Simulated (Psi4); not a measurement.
Reaction (SMILES): CO (CH3-OH) + [H][H] (H2) → C (CH4) + O (H2O)
B3LYP-D3(BJ)/def2-TZVP geometries, fixed; electronic energies without zero-point terms.
Largest species:
```xyz
6

C     -0.0525     0.6636    -0.0008
O     -0.0399    -0.7570     0.0018
H     -1.0978     0.9691     0.0075
H      0.8740    -1.0577    -0.0054
H      0.4365     1.0833     0.8854
H      0.4213     1.0799    -0.8968
```
Charge 0, spin multiplicity 1.

Effect of the integral screening threshold at MP2/aug-cc-pVTZ with Psi4, against the last row, where the energy of full hydrogenation is -31.02 kcal/mol. Cores are frozen.

```json
[
 {"setting": "ints_tolerance: 1e-6", "largest shift of a total energy (mEh)": "0.000", "shift of the energy of full hydrogenation (kcal/mol)": "0.000"},
 {"setting": "ints_tolerance: 1e-8", "largest shift of a total energy (mEh)": "0.000", "shift of the energy of full hydrogenation (kcal/mol)": "0.000"},
 {"setting": "ints_tolerance: 1e-10", "largest shift of a total energy (mEh)": "0.000", "shift of the energy of full hydrogenation (kcal/mol)": "0.000"},
 {"setting": "ints_tolerance: 1e-14", "largest shift of a total energy (mEh)": "0.000", "shift of the energy of full hydrogenation (kcal/mol)": "0.000"}
]
```

Within 0.02 kcal/mol in the energy of full hydrogenation: ints_tolerance: 1e-6; ints_tolerance: 1e-8; ints_tolerance: 1e-10. The largest shift is 0.000 mEh in a total energy and 0.000 kcal/mol in the difference.
